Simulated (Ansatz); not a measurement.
Input file:

```yaml
crystal:
  periodic: [false, false, false]
  atoms:
    - {symbol: Al, position_ang: [0.000000, -0.253363, 1.296835]}
    - {symbol: C, position_ang: [0.000000, 1.076140, -0.019890]}
    - {symbol: P, position_ang: [0.000000, -0.266821, -1.120624]}
    - {symbol: H, position_ang: [0.000000, 2.158231, -0.041450]}
basis:
  gaussian: {orbitals: cc-pVDZ}
total_charge: 1
magnetization: {spin_polarized: true, initial_magnetization: 4}
correlation: {method: ccsdt_q, electrons: outside_noble_gas}
```

```sh
$ ansatz run in.yaml --threads 1 --pin off --events-out ev --progress --plain --max-ram 2393MiB
```

Output:

```
1061 factors; integrals over basis functions are off by at most 1.8e-7 eV
mean field evaluation 1: about -16887.1069 eV, gradient 2.2e1 eV
mean field evaluation 2: about -16887.1934 eV, gradient 2.2e1 eV
mean field evaluation 4: about -16890.3451 eV, gradient 2.3e0 eV
mean field evaluation 8: about -16890.4651 eV, gradient 4.0e-1 eV
mean field evaluation 16: about -16890.4724 eV, gradient 2.2e-6 eV
mean field evaluation 32: about -16888.5395 eV, gradient 1.0e-4 eV
mean field evaluation 64: about -16888.5189 eV, gradient 4.6e-1 eV
mean field evaluation 96: about -16887.8055 eV, gradient 7.1e-3 eV
mean field evaluation 128: about -16886.8309 eV, gradient 1.6e0 eV
mean field evaluation 160: about -16886.0716 eV, gradient 1.6e-1 eV
...
cycle  10  -6.94988268 eV  change    4.7e-4 eV  update   2.3e-4
cycle  11  -6.95003455 eV  change   -1.5e-4 eV  update   1.4e-4
cycle  12  -6.95005091 eV  change   -1.6e-5 eV  update   7.7e-5
cycle  13  -6.95012838 eV  change   -7.7e-5 eV  update   4.6e-5
cycle  14  -6.95016163 eV  change   -3.3e-5 eV  update   2.2e-5
cycle  15  -6.95015789 eV  change    3.7e-6 eV  update   1.1e-5
cycle  16  -6.95015524 eV  change    2.7e-6 eV  update   6.1e-6
cycle  17  -6.95015221 eV  change    3.0e-6 eV  update   3.3e-6
cycle  18  -6.95015117 eV  change    1.0e-6 eV  update   1.9e-6
cycle  19  -6.95015158 eV  change   -4.1e-7 eV  update   1.1e-6
perturbative correction -0.02009970 eV, -0.0007386504 hartree
Total energy: -16897.44262174 eV, -620.9695628510 hartree
```

Ran on 1 thread of Intel Xeon, shared host: 91 s wall, 0.54 GiB peak host memory.
